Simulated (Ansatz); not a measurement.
# H4P: the cost of one run

Computed with Ansatz 0.2.0, Gaussian basis. Level: def2-QZVPP, core rule «outside noble gas», up to 5 orbitals frozen.

Plan: UHF; ROHF; CCSD(T) on UHF.

2 further runs of the same task are left out: 2 set aside as unsound or not needed.

## (1) The geometry

The geometry is a PBE0/def2-TZVP stationary point (not a proven minimum) of the parent state, kept for this charge and spin.

5 atoms, charge 1, spin multiplicity 3.

Atoms are counted from 1 here; the program's logs count them from 0.

Bond lengths: P1–H2 1.401 Å, P1–H3 1.401 Å, P1–H4 1.401 Å, P1–H5 1.401 Å. Angles: H2–P1–H3 109.5°, H2–P1–H4 109.5°, H2–P1–H5 109.5°, H3–P1–H4 109.5°, H3–P1–H5 109.5°, H4–P1–H5 109.5°.

## (2) UHF

The input, in.yaml:

```yaml
crystal:
  periodic: [false, false, false]
  atoms:
    - {symbol: P, position_ang: [0.000000, 0.000000, 0.000000]}
    - {symbol: H, position_ang: [0.807173, 0.810283, 0.808501]}
    - {symbol: H, position_ang: [-0.810979, -0.806178, 0.808796]}
    - {symbol: H, position_ang: [-0.806323, 0.807018, -0.812604]}
    - {symbol: H, position_ang: [0.810129, -0.811123, -0.804693]}
basis:
  gaussian: {orbitals: "def2-QZVPP.json"}
total_charge: 1
magnetization: {spin_polarized: true, initial_magnetization: 2}
hamiltonian: {xc: hf}
output: {orbitals: {seedname: orbitals}}
```

On the command line:

```sh
ansatz run in.yaml --threads 1 --pin off --events-out ev --progress --plain --max-ram 2393MiB
```

What time and memory should one allow on 1 thread of Arm Neoverse V2, shared host?

About 18 s, with a peak of 0.33 GiB.
